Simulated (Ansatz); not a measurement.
A made-up structure of BSiNH5, doublet:

```
8
angstrom
B -0.2848 0.2531 0.4277
N -0.4613 1.0416 -0.7184
Si 0.2539 -1.4056 0.4747
H -0.2199 0.6467 -1.6274
H -0.8222 1.9912 -0.6270
H -0.5877 0.7204 1.4339
H 0.9983 -1.6827 -0.7810
H 1.1079 -1.6045 1.6814
```

It is relaxed with PBE-D4/def2-SVP and then PBE0-D4/def2-TZVP (Ansatz 0.2.0). Atoms count as bonded within 1.22 times the sum of their covalent radii (H–H: 0.88 Å). The end point is not checked to be a true minimum.

Task: Does its bonding change? (A judgement: the text doesn't fix the answer.)

Result: Computed: No: no bond forms or breaks.

Where it ends: The first stage lowers the energy by 0.93 eV in 7 steps. It ends as BSiNH₅ ([NH2][BH][SiH2]):
```
atom    x (Å)    y (Å)    z (Å)
  B1  -0.3002   0.4145   0.4506
  N2  -0.5339   1.1195  -0.7262
 Si3   0.4736  -1.4042   0.4626
  H4  -0.2948   0.7826  -1.6435
  H5  -0.9618   2.0304  -0.7352
  H6  -0.6289   0.9173   1.4874
  H7   1.1585  -1.9542  -0.7401
  H8   1.0716  -1.9458   1.7083
```

Labels in which every atom is bracketed show which atoms are joined, not bond orders.

For scale, one of the runs: PBE0-D4/def2-TZVP relaxation, 129 basis functions, launched by `ansatz run in.yaml --threads 2 --pin off --events-out ev --progress --plain --max-ram 4352MiB`. The run took about 21 s on 2 CPU threads of an Arm Neoverse V1 (shared host).
